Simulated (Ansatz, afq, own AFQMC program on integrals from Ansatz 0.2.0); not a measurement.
# NH₃, singlet: AFQMC among the cluster methods

```yaml
atoms:
  - { symbol: N, position_ang: [-0.0051, -0.0098, -0.0623] }
  - { symbol: H, position_ang: [0.9331, 0.0032, 0.3182] }
  - { symbol: H, position_ang: [-0.4881, 0.7985, 0.3099] }
  - { symbol: H, position_ang: [-0.3740, -0.6659, 0.2370] }
```

Basis 6-31G. Only valence electrons are correlated. Ansatz 0.2.0 and our own AFQMC program on the same integrals; the CISD trial comes from CCSD amplitudes, and released means the phaseless constraint is let go. Free projection: walkers drawn from exp(T), propagated without any constraint. Its projection time is finite, and what remains of the start isn't in its error. Uncertainties: one standard error, sampling alone.

Determinant: RHF, the one that the program's search chose, which needn't be the lowest solution. The geometry is a point of a scan.

Full CI on the same integrals is exact in this basis and with this determinant's frozen core.

```
T1 diagnostic                               : 0.0054
weight of the determinant in the CISD state : 0.956
size of the correlated space                : 8 electrons in 14 orbitals
```

Reference: full CI, correlation energy -3.353 eV. The released energy is read at 2.40 1/Eh (meV from the phaseless value at times in 1/Eh: 1.2 ± 1.5 at 0.24, 0.5 ± 1.0 at 0.51, -0.3 ± 1.3 at 0.99, -1.1 ± 0.7 at 1.62, -0.3 ± 0.9 at 2.40).

```tsv
level	E − E(reference) (kJ/mol)	share of correlation (%)
HF	323.5	0.00
MP2	36.5	88.71
CCSD	4.1	98.74
CCSD(T)	1.0	99.70
CCSDT	0.7	99.80
CCSDT(Q)	0.0	100.00
CCSDTQ	0.0	99.99
ph-AFQMC/HF	0.6 ± 2.1	99.82
ph-AFQMC/CISD	0.0 ± 0.1	100.01
released AFQMC	0.0 ± 0.09	100.01
free AFQMC	-0.1 ± 0.1	100.03
```

CCSDT and higher add their correlation energy to the determinant of the CCSD(T) run, since their own runs factorise the integrals more tightly (a shift of under 2 meV). Free projections are given only where their last times agree within the noise and don't stop above the reference; a slow remainder of the start can still hide under it. A walk keeps the symmetry of its determinant, which the program's search chose and which needn't be the lowest solution, so a lower state of the same spin and another symmetry isn't excluded. Released energies are given only where the last usable release times agree within the noise; a slower fall can still hide under it.
